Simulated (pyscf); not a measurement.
# 1,1-elimination: Cl–SnH(Cl)–Cl → chlorine (Cl–Cl) + Cl–SnH: [singlet]

Gas phase, singlet surface, charge 0. Bonds broken: Cl1–Sn2, Sn2–Cl3. Bonds formed: Cl1–Cl3. Single points on ωB97X-D3(BJ)/def2-SVP structures (PySCF, gas phase).

Transition state (Å):

```xyz
5

Cl     0.4187     2.2227     1.4556
Sn     1.0520     0.4947    -1.0384
Cl     1.0736    -0.1466     1.3231
Cl    -1.0551    -0.3011    -1.7257
H      2.1599    -0.8350    -1.3490
```

One imaginary mode, 365i cm⁻¹; descent along it reached the two sides named, in the forms told below.

```tsv
bond	change	reactant side (Å)	saddle	product side
Cl1–Sn2	breaks	2.314	3.1	4.0
Sn2–Cl3	breaks	2.314	2.447	3.0
Cl1–Cl3	forms	3.7	2.462	2.025
```

Electronic energies relative to the reactant's lowest minimum found (kJ/mol):

```tsv
level	barrier	reaction energy	reverse barrier
ωB97X-D3(BJ)/def2-TZVP	488.0	+402.5	85.5
PBE/def2-TZVP	342.9	+335.4	7.5
r²SCAN/def2-TZVP	386.7	+377.3	9.4
B3LYP-D3(BJ)/def2-TZVP	382.4	+346.1	36.3
PBE0-D3(BJ)/def2-TZVP	416.7	+370.7	46.0
M06-2X/def2-TZVP	470.3	+388.2	82.1
ωB97M-D3(BJ)/def2-TZVP	460.6	+360.3	100.3
HF/def2-TZVP	594.7	+383.9	210.8
```

With ωB97M-D3(BJ)/def2-TZVP energies and thermal terms (ideal gas, 1 atm, RRHO with modes under 100 cm⁻¹ raised to 100, one conformer, R ln 2 for chiral ones without a mode under 150 cm⁻¹), in kJ/mol:

| T (K) | ΔH‡ | ΔG‡ | ΔH | ΔG |
|---|---|---|---|---|
| 298 | 454.2 | 450.5 | +353.1 | +307.5 |
| 600 | 452.8 | 447.3 | +350.3 | +262.3 |
| 900 | 450.9 | 445.0 | +347.1 | +219.0 |
| 1200 | 448.9 | 443.3 | +343.8 | +176.8 |

On the product side the descent ends in a complex, 29.6 kJ/mol under the separated species and 115.1 kJ/mol under the saddle at ωB97X-D3(BJ)/def2-TZVP. The same reactants have a lower exit, to HCl + Cl–Sn:–Cl [singlet] (barrier +192.6 kJ/mol at ωB97M-D3(BJ)/def2-TZVP, against +460.6 kJ/mol here). One saddle was located; it need not be the lowest between these sides. A restricted solution here is unstable towards spin polarisation, so biradical character is likely and single-reference numbers are less safe. Elements past Kr carry the def2 core potentials, without spin-orbit coupling.
